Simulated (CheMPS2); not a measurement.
# OCS (carbonyl sulfide) at DMRG/ANO-RCC-MB

What is the vertical singlet–triplet gap of OCS (carbonyl sulfide) at DMRG/ANO-RCC-MB? 

The calculation is run with CheMPS2 1.8.12.

1 further run of the same task is left out (set aside as unsound or not needed).

### Step 1. The structure to begin with

OCS: 3 atoms, total charge 0, spin state singlet. As SMILES, `O=C=S`. The shape is that of a PBE0-D4/def2-TZVP optimisation.

Bond lengths: O1–C2 1.152 Å, C2–S3 1.558 Å. Angles: O1–C2–S3 180.0°.

### Step 2. A single-point energy at DMRG/ANO-RCC-MB

File integrals.py:

```python
from pyscf import ao2mo, cc, dft, gto, mcscf, mp, scf
from pyscf.tools import fcidump

mol = gto.M(atom="""
O      0.921990     0.684410     0.582150
C      0.096740     0.071800     0.061080
S     -1.018720    -0.756210    -0.643230
""", basis="ano-rcc-mb", charge=0, verbose=3)
print("basis functions                = %d" % (mol.nao))
mf = scf.RHF(mol)
mf.conv_tol = 1e-10
mf.max_cycle = 200
mf.kernel()
if not mf.converged:
    mf = mf.newton().run(mf.mo_coeff, mf.mo_occ)
print("E(HF)                          = %.10f" % (mf.e_tot))
ref = mf
pt = mp.MP2(ref, frozen=7).run()
mycc = cc.CCSD(ref, frozen=7)
mycc.max_cycle = 150
mycc.kernel()
print("E(MP2)                         = %.10f" % (pt.e_tot))
if mycc.converged:
    print("E(CCSD)                        = %.10f" % (mycc.e_tot))
    print(f"E(CCSD(T))                     = {mycc.e_tot + mycc.ccsd_t():.10f}")
    print(f"T1                             = {mycc.get_t1_diagnostic():.4f}")
ks = dft.RKS(mol, xc="tpss").set(conv_tol=1e-9, verbose=3).run()
if ks.converged:
    print(f"E(TPSS)                        = {ks.e_tot:.8f}")
ks = dft.RKS(mol, xc="pbe0").set(conv_tol=1e-9, verbose=3).run()
if ks.converged:
    print(f"E(PBE0)                        = {ks.e_tot:.8f}")
ks = dft.RKS(mol, xc="hse06").set(conv_tol=1e-9, verbose=3).run()
if ks.converged:
    print(f"E(HSE06)                       = {ks.e_tot:.8f}")
occ_no, mo = mcscf.addons.make_natural_orbitals(cc.CCSD(mf, frozen=7).run())
mf.mo_coeff = mo
cas = mcscf.CASCI(mf, 12, 16)
h1, ecore = cas.get_h1eff()
fcidump.from_integrals("FCIDUMP", h1, cas.get_h2eff(), 12, 16, nuc=ecore, ms=0)
ci = mcscf.CASCI(mf, 12, (8, 8))
ci.fix_spin_(ss=0)
ci.fcisolver.conv_tol = 1e-10
ci.fcisolver.max_cycle = 200
ci.kernel()
print(f"exact diagonalisation          = {ci.e_tot:.10f}")
```

File dmrg.input:

```
FCIDUMP = FCIDUMP
GROUP = 0
MULTIPLICITY = 1
NELECTRONS = 16
IRREP = 0
EXCITATION = 0
SWEEP_STATES = 50, 75, 100, 100
SWEEP_ENERGY_CONV = 1e-04, 1e-04, 1e-04, 1e-06
SWEEP_MAX_SWEEPS = 3, 2, 2, 6
SWEEP_NOISE_PREFAC = 0.05, 0.05, 0.005, 0.0
SWEEP_DVDSON_RTOL = 3e-04, 3e-04, 3e-04, 3e-05
NOCC = 0
NACT = 12
NVIR = 0
MOLCAS_FIEDLER = FALSE
PRINT_CORR = TRUE
TMP_FOLDER = .
```

Run with:

```
python integrals.py && chemps2 --file=dmrg.input
```

Log:

```text
$ python integrals.py
basis functions                = 19
converged SCF energy = -509.762156944207
E(HF)                          = -509.7621569442
E(RMP2) = -509.920593051143  E_corr = -0.158436106936332
E(SCS-RMP2) = -509.914327422623  E_corr = -0.152170478416061
E(CCSD) = -509.9188913296633  E_corr = -0.1567343854565852
E(MP2)                         = -509.9205930511
E(CCSD)                        = -509.9188913297
CCSD(T) correction = -0.014046686142271
E(CCSD(T))                     = -509.9329380158
T1                             = 0.0199
converged SCF energy = -511.111671471759
E(TPSS)                        = -511.11167147
converged SCF energy = -510.797099718331
E(PBE0)                        = -510.79709972
converged SCF energy = -510.825330050864
E(HSE06)                       = -510.82533005
E(CCSD) = -509.9188913296633  E_corr = -0.1567343854565852
CASCI E = -509.933423524562  E(CI) = -57.4052277845575  S^2 = 0.0000000
exact diagonalisation          = -509.9334235246

$ chemps2 --file=dmrg.input

Running chemps2 version 1.8.12 () with the following options:

[... 79 lines left out ...]
***     Maximum discarded weight = 0.000197760751643607
[... 14 lines left out ...]
***     Maximum discarded weight = 0.000338562302697501
[... 14 lines left out ...]
***     Maximum discarded weight = 0.000329515790225851
[... 20 lines left out ...]
***     Minimum energy           = -509.931530996484
[... 14 lines left out ...]
***     Minimum energy           = -509.93168099534
[... 15 lines left out ...]
***     Maximum discarded weight = 4.99863054025866e-05
[... 14 lines left out ...]
***     Maximum discarded weight = 0.000111150030328695
[... 20 lines left out ...]
***     Minimum energy           = -509.932551210291
[... 14 lines left out ...]
***     Minimum energy           = -509.932571467761
[... 14 lines left out ...]
***     Minimum energy           = -509.932572083871
[... 15 lines left out ...]
***     Maximum discarded weight during the last sweep     = 0.00011982670336994
[... 78 lines left out ...]
Singlet diradical correlation function = < d_i,up d_j,down > + < d_i,down d_j,up > - < d_i,up > * < d_j,down > - < d_i,down > * < d_j,up >
Hamiltonian index order is used!

   Columns 1 to 8

   -0.000001    0.000477    0.000149    0.000094    0.000096    0.000108    0.000137    0.000134
    0.000477   -0.000001    0.000190    0.000087    0.000090    0.000168    0.000270    0.000244
    0.000149    0.000190   -0.000095    0.001912    0.001932    0.001657    0.002277    0.002243
[... 8 lines of this table left out ...]
    0.000191    0.000535    0.003649    0.000964    0.000991    0.004982    0.000754    0.000735

   Columns 9 to 12

    0.000300    0.000311    0.000417    0.000191
    0.000204    0.000218    0.000339    0.000535
    0.001785    0.001785    0.007071    0.003649
[... 8 lines of this table left out ...]
    0.002684    0.002720    0.002604   -0.000069

--------------------------------------------------------
Two-orbital mutual information = 0.5 * ( s1(i) + s1(j) - s2(i,j) ) * ( 1 - delta(i,j) )
Hamiltonian index order is used!

   Columns 1 to 8

    0           0.001767    0.000473    0.000374    0.000375    0.000729    0.000406    0.000399
    0.001767    0           0.000621    0.000361    0.000363    0.000699    0.000551    0.000513
    0.000473    0.000621    0           0.002908    0.002942    0.005252    0.003357    0.003321
[... 8 lines of this table left out ...]
    0.000689    0.001804    0.011907    0.002329    0.002384    0.014203    0.001507    0.001489

   Columns 9 to 12

    0.001050    0.001063    0.002608    0.000689
    0.001008    0.001034    0.002020    0.001804
    0.007182    0.007251    0.018880    0.011907
[... 8 lines of this table left out ...]
    0.003675    0.003739    0.004728    0

--------------------------------------------------------
```

Run time: 29 s. Hardware: 1 thread of Arm Neoverse V2, shared host; peak memory 0.18 GiB.

### Step 3. The triplet: a single-point energy at DMRG/ANO-RCC-MB

File integrals.py:

```python
from pyscf import ao2mo, cc, dft, gto, mcscf, mp, scf
from pyscf.tools import fcidump

mol = gto.M(atom="mol.xyz", basis="ano-rcc-mb", charge=0, spin=2, verbose=4, max_memory=2000)
print("nao = %d" % (mol.nao))
mf = scf.ROHF(mol)
mf.conv_tol = 1e-10
mf.max_cycle = 200
mf.kernel()
if not mf.converged:
    mf = mf.newton().run(mf.mo_coeff, mf.mo_occ)
print("E(SCF) = %.10f" % (mf.e_tot))
# single-reference ladder for comparison
ref = scf.UHF(mol).run(mf.make_rdm1(), conv_tol=1e-10)
pt = mp.MP2(ref, frozen=7).run()
mycc = cc.CCSD(ref, frozen=7)
mycc.max_cycle = 150
mycc.kernel()
print(f"MP2 total energy = {pt.e_tot:.10f}")
if mycc.converged:
    print("CCSD total energy = %.10f" % (mycc.e_tot))
    print("CCSD(T) total energy = %.10f" % (mycc.e_tot + mycc.ccsd_t()))
# a few density functionals on the same geometry and basis
ks = dft.UKS(mol, xc="tpss").set(conv_tol=1e-9, verbose=3).run(mf.make_rdm1())
if ks.converged:
    print("E(TPSS) = %.8f" % (ks.e_tot))
ks = dft.UKS(mol, xc="pbe0").set(conv_tol=1e-9, verbose=3).run(mf.make_rdm1())
if ks.converged:
    print("E(PBE0) = %.8f" % (ks.e_tot))
ks = dft.UKS(mol, xc="hse06").set(conv_tol=1e-9, verbose=3).run(mf.make_rdm1())
if ks.converged:
    print("E(HSE06) = %.8f" % (ks.e_tot))
# write the integrals of the correlated orbitals
cas = mcscf.CASCI(mf, 12, 16)
h1, ecore = cas.get_h1eff()
fcidump.from_integrals("FCIDUMP", h1, cas.get_h2eff(), 12, 16, nuc=ecore, ms=2)
# exact diagonalisation in the same space
ci = mcscf.CASCI(mf, 12, (9, 7))
ci.fix_spin_(ss=2)
ci.fcisolver.conv_tol = 1e-10
ci.fcisolver.max_cycle = 200
ci.kernel()
print(f"E(FCI) = {ci.e_tot:.10f}")
```

File dmrg.input:

```
FCIDUMP = FCIDUMP
GROUP = 0
MULTIPLICITY = 3
NELECTRONS = 16
IRREP = 0
EXCITATION = 0
SWEEP_STATES = 50, 100, 100
SWEEP_ENERGY_CONV = 1e-05, 1e-05, 1e-07
SWEEP_MAX_SWEEPS = 2, 2, 6
SWEEP_NOISE_PREFAC = 0.05, 0.005, 0.0
SWEEP_DVDSON_RTOL = 1e-04, 1e-04, 1e-05
NOCC = 0
NACT = 12
NVIR = 0
MOLCAS_FIEDLER = TRUE
PRINT_CORR = TRUE
TMP_FOLDER = .
```

Run with:

```
python integrals.py && chemps2 --file=dmrg.input
```

Log:

```text
$ python integrals.py

[INPUT] verbose = 4
[INPUT] num. atoms = 3
[INPUT] num. electrons = 30
[INPUT] charge = 0
[INPUT] spin (= nelec alpha-beta = 2S) = 2
[INPUT] symmetry False subgroup None
[INPUT] Mole.unit = angstrom
[INPUT] Symbol           X                Y                Z      unit          X                Y                Z       unit  Magmom
[INPUT]  1 O      0.921990000000   0.684410000000   0.582150000000 AA    1.742308589588   1.293347456914   1.100104063416 Bohr   0.0
[INPUT]  2 C      0.096740000000   0.071800000000   0.061080000000 AA    0.182812105290   0.135682335744   0.115424471688 Bohr   0.0
[INPUT]  3 S     -1.018720000000  -0.756210000000  -0.643230000000 AA   -1.925101797617  -1.429029792657  -1.215528535104 Bohr   0.0

nuclear repulsion = 79.6549959314454
number of shells = 6
number of NR pGTOs = 135
number of NR cGTOs = 19
basis = ano-rcc-mb
ecp = {}
CPU time:         0.52
nao = 19

******** <class 'pyscf.scf.rohf.ROHF'> ********
method = ROHF
initial guess = minao
damping factor = 0
level_shift factor = 0
DIIS = <class 'pyscf.scf.diis.CDIIS'>
diis_start_cycle = 1
diis_space = 8
diis_damp = 0
SCF conv_tol = 1e-10
SCF conv_tol_grad = None
SCF max_cycles = 200
direct_scf = True
direct_scf_tol = 1e-13
chkfile to save SCF result = tmp9vu_2ckc
max_memory 2000 MB (current use 121 MB)
num. doubly occ = 14  num. singly occ = 2
[... 125 lines left out ...]
Init t2, MP2 energy = -0.0954519167822932
[... 40 lines left out ...]
WARN: HOMO -0.133921436257525 >= LUMO -0.302629827565153
[... 9 lines left out ...]
WARN: HOMO -0.132091339022274 >= LUMO -0.305625241282059
[... 19 lines left out ...]
WARN: HOMO -0.185021505591225 >= LUMO -0.26597681667146
[... 9 lines left out ...]
WARN: HOMO -0.183052045212836 >= LUMO -0.269487570043256
[... 9 lines left out ...]
converged SCF energy = -510.613687097465  <S^2> = 2.0014004  2S+1 = 3.0009335
[... 19 lines left out ...]
WARN: HOMO -0.168592503197639 >= LUMO -0.283778478317961
[... 9 lines left out ...]
converged SCF energy = -510.642179262752  <S^2> = 2.001396  2S+1 = 3.0009305
[... 110 lines left out ...]
***     Minimum energy           = -509.730763200692
[... 15 lines left out ...]
***     Maximum discarded weight = 0.000112042073226062
[... 21 lines left out ...]
***     Maximum discarded weight = 1.38877101825802e-05
[... 22 lines left out ...]
***     Maximum discarded weight during the last sweep     = 1.42806389533481e-05
[... 21 lines left out ...]
***     Maximum discarded weight during the last sweep     = 1.42862452661994e-05
[... 78 lines left out ...]
Singlet diradical correlation function = < d_i,up d_j,down > + < d_i,down d_j,up > - < d_i,up > * < d_j,down > - < d_i,down > * < d_j,up >
Hamiltonian index order is used!

   Columns 1 to 8

   -0.000021    0.000062    0.000529    0.001696    0.001579    0.000370    0.000015    0.000001
    0.000062   -0.000024    0.000351    0.000665    0.000562    0.000841   -0.000028   -0.000215
    0.000529    0.000351   -0.000066    0.002123    0.002463    0.001058    0.000027   -0.000055
[... 8 lines of this table left out ...]
    0.003367    0.000724    0.002182    0.001538    0.001439    0.003646   -0.000152   -0.000228

   Columns 9 to 12

    0.000040    0.000014    0.001338    0.003367
   -0.000242   -0.000124    0.003103    0.000724
    0.000334    0.000607    0.006007    0.002182
[... 8 lines of this table left out ...]
    0.000933    0.000983    0.002101   -0.000072

--------------------------------------------------------
Two-orbital mutual information = 0.5 * ( s1(i) + s1(j) - s2(i,j) ) * ( 1 - delta(i,j) )
Hamiltonian index order is used!

   Columns 1 to 8

    0           0.000138    0.003370    0.002475    0.002239    0.000910    0.000062    0.000066
    0.000138    0           0.001298    0.000661    0.000514    0.005971    0.000164    0.000228
    0.003370    0.001298    0           0.003253    0.003762    0.002520    0.000389    0.000338
[... 8 lines of this table left out ...]
    0.014323    0.001617    0.005958    0.004077    0.003779    0.009168    0.000041    0.000055

   Columns 9 to 12

    0.000992    0.000996    0.002886    0.014323
    0.000541    0.000497    0.014794    0.001617
    0.003431    0.003043    0.017378    0.005958
[... 8 lines of this table left out ...]
    0.001425    0.001380    0.004642    0

--------------------------------------------------------
```

Run time: 37 s. Hardware: 1 thread of Arm Neoverse V2, shared host; peak memory 0.18 GiB.

### Step 4. Outcome

Level: DMRG/ANO-RCC-MB, 7 core orbitals frozen.

| quantity | value |
| --- | --- |
| run 1, DMRG/ANO-RCC-MB: total energy | -509.93257 Eh |
| run 1, DMRG/ANO-RCC-MB: T1 diagnostic of the CCSD step | 0.020 |
| triplet: total energy | -509.73837 Eh |
| vertical energy of the triplet above the singlet | 5.284 eV |

What this shows: At this shape the triplet lies 5.28 eV (122 kcal/mol) above the singlet. In a minimal basis such a difference can be off by several eV, whatever the method. The basis (run 1, DMRG/ANO-RCC-MB) was made for a relativistic Hamiltonian, but the run is non-relativistic. The basis (triplet) was made for a relativistic Hamiltonian, but the run is non-relativistic.
